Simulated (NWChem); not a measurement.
SiCl₄; SMILES Cl[Si](Cl)(Cl)Cl

Results from NWChem. Each level has its own optimisation; frequencies are unscaled.

For level BLYP/def2-SVP:

| Quantity | Result |
|---|---|
| highest harmonic frequency (cm⁻¹) | 595 |

Question: What are these values for level PBE/def2-SVP?

Answer: highest harmonic frequency (cm⁻¹): 616
